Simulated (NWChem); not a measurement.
# Li2; SMILES [Li][Li]

```xyz
2

Li     0.0000     0.0000    -1.3936
Li     0.0000     0.0000     1.3936
```
Atoms are numbered in this order, from 1.

STO-3G and 3-21G are far too small for this property and stand as cheap habits. Structure relaxed at the PBE0/def2-SVP level.

**Question.** List the 4 lowest vertical singlet excitations from PBE0/3-21G, TDA (NWChem).

**Answer.** 
```json
[
 {"state": "S1", "energy (eV)": "2.10", "oscillator strength": "0.690", "leading excitation (squared amplitude)": "HOMO → LUMO (0.98)"},
 {"state": "S2", "energy (eV)": "2.71", "oscillator strength": "0.769", "leading excitation (squared amplitude)": "HOMO → LUMO+1 (0.99)"},
 {"state": "S3", "energy (eV)": "2.71", "oscillator strength": "0.769", "leading excitation (squared amplitude)": "HOMO → LUMO+2 (0.99)"},
 {"state": "S4", "energy (eV)": "2.84", "oscillator strength": "0.000", "leading excitation (squared amplitude)": "HOMO → LUMO+3 (0.97)"}
]
```
